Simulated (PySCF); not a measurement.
# AlO: frontier orbitals

UHF at R = 1.640 Å; basis Al 6-311G(d,p), O 6-311G(d,p); no relativity; PySCF 2.14. State: ²Σ⁺ (doublet), unpaired electrons σ ↑. Only the outer orbitals are listed, counted within each symmetry.

```
spin  orbital  occ.  ε (eV)  on Al (%)           main shells (%)
   α       5σ     1  -35.50          6                    93 O s
   α       6σ     1  -17.90         13            84 O p, 8 Al s
   α       2π     1  -14.06          7                    93 O p
   α       2π     1  -14.06          7                    93 O p
   α       7σ     1   -9.56         97          74 Al s, 22 Al p
   α       3π     0    1.24         98                   98 Al p
   α       3π     0    1.24         98                   98 Al p
   α       8σ     0    2.79        102                   94 Al p
   β       5σ     1  -31.54          6                    93 O s
   β       2π     1  -12.70         10                    90 O p
   β       2π     1  -12.70         10                    90 O p
   β       6σ     1   -9.78         87           83 Al s, 10 O p
   β       7σ     0    0.91         44  53 O p, 29 Al p, 15 Al s
   β       3π     0    1.42         96                   96 Al p
   β       3π     0    1.42         96                   96 Al p
```

**Question.** Which are the highest filled and the lowest empty level, where do they sit, and how wide is the gap?

**Answer.** Highest filled α 7σ at -9.56 eV (in %: 74 Al s, 22 Al p); lowest empty β 7σ at 0.91 eV (in %: 53 O p, 29 Al p, 15 Al s); the gap at UHF is 10.47 eV. An empty level above zero is unbound, and its energy depends on the basis.

The bond order (Mayer) is 1.12, the ⟨S²⟩ is 0.794 and the charge on Al (Mulliken, basis-dependent) is 0.58. The charge on Al (Löwdin, basis-dependent) is 0.31, the dipole moment (positive dipole means Al(−)O(+)) is -2.08 D and the polarisability along the bond is 60.1 bohr³. The polarisability across the bond is 23.6 bohr³.

Shares are Mulliken populations and can fall outside 0 to 100 %.

The state was picked by a PBE0 search and need not be the measured ground state.
